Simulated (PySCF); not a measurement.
Z-matrix (Å, degrees):
```
C
N 1 1.1601
```
Charge 0, spin multiplicity 2.

Problem. Give the dipole moment, highest occupied spin orbital and total energy at the level PBE0-D3(BJ)/def2-TZVP run with PySCF.

Solution. 
```json
{
 "dipole_moment": "1.49 D",
 "highest_occupied_spin_orbital": "-10.83 eV",
 "total_energy": "-92.6342 Ha"
}
```
